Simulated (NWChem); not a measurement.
**Basis-set convergence for AlCl₃**

```xyz
4

Al     0.0000     0.0000     0.0000
Cl     0.0000     0.0000     2.0873
Cl     1.8077     0.0000    -1.0436
Cl    -1.8077     0.0000    -1.0436
```
Charge 0, spin multiplicity 1.

Program: NWChem. Structure: optimised with B3LYP/def2-SVP, a minimum by its harmonic frequencies.

Quantity: LUMO energy at the level PBE0.

The Pople sets run with spherical d functions. The structure started from a generated list of species.

Task: In aug-cc-pVTZ the value is -1.60 eV. Among STO-3G, def2-SVP, 6-31G*, 6-31+G*, 6-311G**, 6-311++G**, cc-pVTZ, pcseg-2, def2-TZVPP, which is the smallest basis within 0.1 eV of it?

Result: 6-31G*, with 72 functions against 200 (also within reach: 6-311G**). aug-cc-pVTZ isn't the basis-set limit itself, and a small set can land close by cancellation.

```json
[
 {"basis": "STO-3G", "functions": "36", "LUMO energy (eV)": "1.25"},
 {"basis": "def2-SVP", "functions": "72", "LUMO energy (eV)": "-1.23"},
 {"basis": "6-31G*", "functions": "72", "LUMO energy (eV)": "-1.58"},
 {"basis": "6-31+G*", "functions": "88", "LUMO energy (eV)": "-1.78"},
 {"basis": "6-311G**", "functions": "104", "LUMO energy (eV)": "-1.69"},
 {"basis": "6-311++G**", "functions": "120", "LUMO energy (eV)": "-1.79"},
 {"basis": "cc-pVTZ", "functions": "136", "LUMO energy (eV)": "-1.42"},
 {"basis": "pcseg-2", "functions": "136", "LUMO energy (eV)": "-1.48"},
 {"basis": "def2-TZVPP", "functions": "168", "LUMO energy (eV)": "-1.40"},
 {"basis": "aug-cc-pVTZ", "functions": "200", "LUMO energy (eV)": "-1.60"}
]
```
